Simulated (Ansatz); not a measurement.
Basis-set series for `[B]=O` radical. Total charge 0; spin multiplicity 2. The structure was optimised at the PBE0-D4/def2-TZVP level.

| functional | basis | functions | energy (Eh) | HOMO (eV) | LUMO (eV) |
| --- | --- | --- | --- | --- | --- |
| PBE0-D4 | def2-SVP | 28 | -99.83202 | -9.77 | -4.24 |
| PBE0-D4 | def2-TZVPP | 62 | -99.94800 | -9.89 | -4.36 |
| ωB97M-V | def2-SVP | 28 | -99.91735 | -11.72 | -2.77 |
| ωB97M-V | def2-TZVPP | 62 | -100.03573 | -11.89 | -2.81 |

(1) Give the rows for def2-QZVPP. (Best estimate.)

Answers

(1) Ansatz gave: 
```csv
functional,basis,functions,energy (Eh),HOMO (eV),LUMO (eV)
PBE0-D4,def2-QZVPP,114,-99.95419,-9.91,-4.36
ωB97M-V,def2-QZVPP,114,-100.04145,-11.92,-2.83
```

HOMO and LUMO are taken over both spins.
